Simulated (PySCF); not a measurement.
PySCF job for CHO, SMILES O=[CH] (connectivity only; charge and spin as stated), charge +1, multiplicity 1, ADC(2)/aug-cc-pVDZ. Geometry optimised at r2SCAN-D4/def2-TZVPD. The isomer is the one that the SMILES or the coordinates give; other isomers of the formula were not compared.

```python
import numpy as np
from pyscf import gto, scf, dft, adc

mol = gto.M(
    atom='''
    C     0.00000000    0.00000000    0.51566610
    O     0.00000000    0.00000000   -0.58832823
    H     0.00000000    0.00000000    1.61262930
    ''',
    basis='aug-cc-pVDZ',
    charge=1,
    spin=0,
    max_memory=1600,
    verbose=4,
)
mf = scf.RHF(mol)
mf.conv_tol = 1e-10
mf.max_cycle = 100
mf.kernel()
res = {}
for kind, nroots in (('ee', 6), ('ip', 6), ('ea', 2)):
    a = adc.ADC(mf).density_fit('aug-cc-pvdz-ri')
    a.method, a.method_type = 'adc(2)', kind
    e, v, p, x = a.kernel(nroots=nroots)
    res[kind] = (e * 27.211386245988, p)
a = adc.ADC(mf).density_fit('aug-cc-pvdz-ri')
a.method, a.method_type, a.ncvs = 'adc(2)-x', 'ip', 2
e, v, p, x = a.kernel(nroots=2)
res['core ip, CVS-ADC(2)-x'] = (e * 27.211386245988, p)
for kind, (e, p) in res.items():
    print(kind, 'energies / eV', np.round(e, 3), 'strengths', np.round(p, 4))
```

Program output:

```
PySCF version 2.14.0

[INPUT] verbose = 4
[INPUT] num. atoms = 3
[INPUT] num. electrons = 14
[INPUT] charge = 1
[INPUT] spin (= nelec alpha-beta = 2S) = 0
[INPUT] symmetry False subgroup None
[INPUT] Mole.unit = angstrom
[INPUT] Symbol           X                Y                Z      unit          X                Y                Z       unit  Magmom
[INPUT]  1 C      0.000000000000   0.000000000000   0.515666100000 AA    0.000000000000   0.000000000000   0.974467700723 Bohr   0.0
[INPUT]  2 O      0.000000000000   0.000000000000  -0.588328230000 AA    0.000000000000   0.000000000000  -1.111779226050 Bohr   0.0
[INPUT]  3 H      0.000000000000   0.000000000000   1.612629300000 AA    0.000000000000   0.000000000000   3.047427717449 Bohr   0.0

nuclear repulsion = 27.8256784255811
number of shells = 21
number of NR pGTOs = 81
number of NR cGTOs = 55
basis = aug-cc-pVDZ
ecp = {}


[settings echo left out]
init E= -113.576292499153
  HOMO = -0.600205396951322  LUMO = 0.020952439033588  gap/eV = 16.90257
cycle= 1 E= -112.85197822792  delta_E= 0.724  |g|= 0.68  |ddm|=  1.9
  HOMO = -0.995364559413085  LUMO = -0.287047672678846  gap/eV = 19.27428
cycle= 2 E= -112.927103918123  delta_E= -0.0751  |g|= 0.55  |ddm|= 0.803
  HOMO = -1.01640425118075  LUMO = -0.233196909210463  gap/eV = 21.31216
cycle= 3 E= -112.980843086064  delta_E= -0.0537  |g|= 0.0809  |ddm|=  0.4
  HOMO = -0.979486102560835  LUMO = -0.203510134248099  gap/eV = 21.11538
cycle= 4 E= -112.982217604213  delta_E= -0.00137  |g|= 0.0157  |ddm|= 0.0741
  HOMO = -0.982043318848215  LUMO = -0.202277752833159  gap/eV = 21.21850
cycle= 5 E= -112.982310116519  delta_E= -9.25e-05  |g|= 0.00318  |ddm|= 0.0246
  HOMO = -0.981978424144804  LUMO = -0.202602740716995  gap/eV = 21.20789
cycle= 6 E= -112.982314579219  delta_E= -4.46e-06  |g|= 0.000851  |ddm|= 0.00534
  HOMO = -0.982062200883284  LUMO = -0.202503564420848  gap/eV = 21.21287
cycle= 7 E= -112.982314791007  delta_E= -2.12e-07  |g|= 9.8e-05  |ddm|= 0.00118
  HOMO = -0.982054867588386  LUMO = -0.202510659676633  gap/eV = 21.21248
cycle= 8 E= -112.982314793501  delta_E= -2.49e-09  |g|= 7.89e-06  |ddm|= 0.000147
  HOMO = -0.982055377564445  LUMO = -0.202508982158814  gap/eV = 21.21254
cycle= 9 E= -112.982314793519  delta_E= -1.85e-11  |g|= 7.43e-07  |ddm|= 9.65e-06
  HOMO = -0.982055342967441  LUMO = -0.202508896364382  gap/eV = 21.21254
Extra cycle  E= -112.98231479352  delta_E= -9.95e-13  |g|= 2.31e-07  |ddm|= 1.19e-06
converged SCF energy = -112.98231479352

******** <class 'pyscf.adc.radc.RADC'> ********
******** ADC Orbital Information ********
Number of Frozen Occupied Orbitals: 0
Number of Frozen Virtual Orbitals: 0
Number of Active Occupied Orbitals: 7
Number of Active Virtual Orbitals: 48
*****************************************
******** <class 'pyscf.df.df.DF'> ********
auxbasis = aug-cc-pvdz-ri
Reference correlation energy (doubles): -0.31285777
MP2 correlation energy of reference state (a.u.) = -0.31285777

******** <class 'pyscf.adc.radc_ee.RADCEE'> ********
max_space = 12
max_cycle = 50
conv_tol = 1e-08

*************************************************************
        ADC calculation summary (singlet states only)
*************************************************************
adc(2) root 0  |  Energy (Eh) =   0.3711746212  |  Energy (eV) =  10.10017590  |  Osc. strength = 0.00000000  |  conv = True
adc(2) root 1  |  Energy (Eh) =   0.3858934083  |  Energy (eV) =  10.50069450  |  Osc. strength = 0.00000000  |  conv = True
adc(2) root 2  |  Energy (Eh) =   0.3858934139  |  Energy (eV) =  10.50069465  |  Osc. strength = 0.00000000  |  conv = True
adc(2) root 3  |  Energy (Eh) =   0.4226657983  |  Energy (eV) =  11.50132219  |  Osc. strength = 0.00778071  |  conv = True
adc(2) root 4  |  Energy (Eh) =   0.4226657983  |  Energy (eV) =  11.50132219  |  Osc. strength = 0.00778071  |  conv = True
adc(2) root 5  |  Energy (Eh) =   0.5294165659  |  Energy (eV) =  14.40615854  |  Osc. strength = 0.46720389  |  conv = True

******** <class 'pyscf.adc.radc.RADC'> ********
******** ADC Orbital Information ********
Number of Frozen Occupied Orbitals: 0
Number of Frozen Virtual Orbitals: 0
Number of Active Occupied Orbitals: 7
Number of Active Virtual Orbitals: 48
*****************************************
******** <class 'pyscf.df.df.DF'> ********
auxbasis = aug-cc-pvdz-ri
Reference correlation energy (doubles): -0.31285777
MP2 correlation energy of reference state (a.u.) = -0.31285777

******** <class 'pyscf.adc.radc_ip.RADCIP'> ********
max_space = 12
max_cycle = 50
conv_tol = 1e-08

*************************************************************
        ADC calculation summary (doublet states only)
*************************************************************
adc(2) root 0  |  Energy (Eh) =   0.9565693025  |  Energy (eV) =  26.02957655  |  Spec. factor = 1.79465264  |  conv = True
adc(2) root 1  |  Energy (Eh) =   0.9565693025  |  Energy (eV) =  26.02957655  |  Spec. factor = 1.79465264  |  conv = True
adc(2) root 2  |  Energy (Eh) =   0.9633367082  |  Energy (eV) =  26.21372703  |  Spec. factor = 1.71761127  |  conv = True
adc(2) root 3  |  Energy (Eh) =   1.1353791962  |  Energy (eV) =  30.89524159  |  Spec. factor = 1.82091417  |  conv = True
adc(2) root 4  |  Energy (Eh) =   1.6969537768  |  Energy (eV) =  46.17646428  |  Spec. factor = 1.54622604  |  conv = True
adc(2) root 5  |  Energy (Eh) =   1.7616017890  |  Energy (eV) =  47.93562629  |  Spec. factor = 0.00001161  |  conv = True

******** <class 'pyscf.adc.radc.RADC'> ********
******** ADC Orbital Information ********
Number of Frozen Occupied Orbitals: 0
Number of Frozen Virtual Orbitals: 0
Number of Active Occupied Orbitals: 7
Number of Active Virtual Orbitals: 48
*****************************************
******** <class 'pyscf.df.df.DF'> ********
auxbasis = aug-cc-pvdz-ri
Reference correlation energy (doubles): -0.31285777
MP2 correlation energy of reference state (a.u.) = -0.31285777

******** <class 'pyscf.adc.radc_ea.RADCEA'> ********
max_space = 12
max_cycle = 50
conv_tol = 1e-08

*************************************************************
        ADC calculation summary (doublet states only)
*************************************************************
adc(2) root 0  |  Energy (Eh) =  -0.2356384664  |  Energy (eV) =  -6.41204927  |  Spec. factor = 1.88425190  |  conv = True
adc(2) root 1  |  Energy (Eh) =  -0.2356384664  |  Energy (eV) =  -6.41204927  |  Spec. factor = 1.88425190  |  conv = True

******** <class 'pyscf.adc.radc.RADC'> ********
******** ADC Orbital Information ********
Number of Frozen Occupied Orbitals: 0
Number of Frozen Virtual Orbitals: 0
Number of Active Occupied Orbitals: 7
Number of Active Virtual Orbitals: 48
*****************************************
******** <class 'pyscf.df.df.DF'> ********
auxbasis = aug-cc-pvdz-ri
Reference correlation energy (doubles): -0.31285777
MP2 correlation energy of reference state (a.u.) = -0.31285777

******** <class 'pyscf.adc.radc_ip_cvs.RADCIPCVS'> ********
max_space = 12
max_cycle = 50
conv_tol = 1e-08

*************************************************************
        ADC calculation summary (doublet states only)
*************************************************************
adc(2)-x root 0  |  Energy (Eh) =  11.3518430871  |  Energy (eV) = 308.89938428  |  Spec. factor = 1.54945276  |  conv = True
adc(2)-x root 1  |  Energy (Eh) =  11.8492944020  |  Energy (eV) = 322.43572404  |  Spec. factor = 0.01031645  |  conv = True
ee energies / eV [10.1   10.501 10.501 11.501 11.501 14.406] strengths [0.     0.     0.     0.0078 0.0078 0.4672]
ip energies / eV [26.03  26.03  26.214 30.895 46.176 47.936] strengths [1.7947 1.7947 1.7176 1.8209 1.5462 0.    ]
ea energies / eV [-6.412 -6.412] strengths [1.8843 1.8843]
core ip, CVS-ADC(2)-x energies / eV [308.899 322.436] strengths [1.5495 0.0103]
```

The calculation finished and met its thresholds.

Cost: about 10 core-seconds (a rough figure).
